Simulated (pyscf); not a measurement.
Single points on ωB97X-D3(BJ)/def2-SVP structures (PySCF, gas phase).

Task: Estimate by transition-state theory the rate constant of `[Cl][GeH2][Cl]` + `[H][H]` → `[Cl][GeH3]` + `[ClH]` (singlet surface; Cl–Ge, H–H broken, Ge–H, Cl–H formed) at 1200 K, with ωB97M-D3(BJ)/def2-TZVP energies (ideal gas, 1 atm, RRHO with modes under 100 cm⁻¹ raised to 100, one conformer, R ln 2 for chiral ones without a mode under 150 cm⁻¹; no tunnelling).

Result: The electronic barrier is 48.8 kcal/mol and the thermal terms add +34.0, so ΔG‡ = 82.8 kcal/mol. With k_BT/h = 2.50e+13 s⁻¹ and RT = 2.385 kcal/mol, and a volume of 1.64e-19 cm³ per molecule at 1 atm, k = 3.4e-21 cm³ molecule⁻¹ s⁻¹. Wigner's tunnelling factor for 940i cm⁻¹ would be 1.05. A shift of 1 kcal/mol in the barrier changes k by a factor 1.5. One saddle was located; it need not be the lowest between these sides. Elements up to Kr have no core potential and no relativistic terms here.
